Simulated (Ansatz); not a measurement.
**Competing steps**

Reactants: SiH₄ + H₂O + NH₃ (brackets give SMILES or just the links). Saddle points were found for several chosen steps; others may exist. Gas-phase electronic energies, without zero-point energy, by CCSD(T) at an estimated basis limit (MP2 extrapolated from triple and quadruple zeta, plus CCSD(T) − MP2 in triple zeta); Ansatz 0.2.0, def2-TZVPP and QZVPP, frozen cores, on PBE0-D4/def2-TZVP structures. Extrapolation: Hartree–Fock as exp(−7.88 √X), correlation as X^−2.97. No counterpoise correction.

Q: Rank the steps by the energy of their saddle points, lowest first, and give each saddle's height above the lowest. (Judge from chemistry; the value comes from the calculation.)
A. ligand exchange through a proton shuttle, to SiH₄O ([OH][SiH3]) + NH₃ + H₂ (breaks or loosens H–N, H–O, H–Si; forms H–H, H–N, O–Si)
B. ligand exchange through a proton shuttle, to SiNH₅ ([NH2][SiH3]) + H₂O + H₂ (breaks or loosens H–N, H–O, H–Si; forms H–H, H–O, N–Si)

A: The calculation gives: A (0.0 kJ/mol), B (56.9 kJ/mol). Heights count from the lowest.

The lowest of these saddles lies at 91.5 kJ/mol relative to the separated reactants.

Q: Does the lowest of these saddles lead to the lowest end structure (the products still in contact)? (A judgement: the text doesn't fix the answer.)

A: Computed: Yes. Relative to the separated reactants, the ends lie at -76.7 (SiH₄O ([OH][SiH3]) + NH₃ + H₂); -45.6 (SiNH₅ ([NH2][SiH3]) + H₂O + H₂) kJ/mol.

No T1 diagnostic of these runs exceeds 0.012.

For scale, one of the runs: CCSD(T)/def2-TZVPP, 230 basis functions, launched by `ansatz run in.yaml --threads 4 --pin off --events-out ev --progress --plain --max-ram 9574MiB`. The run took 110 s on 4 CPU threads of an Intel Xeon (shared host), with 3.9 GiB of host memory at its peak.
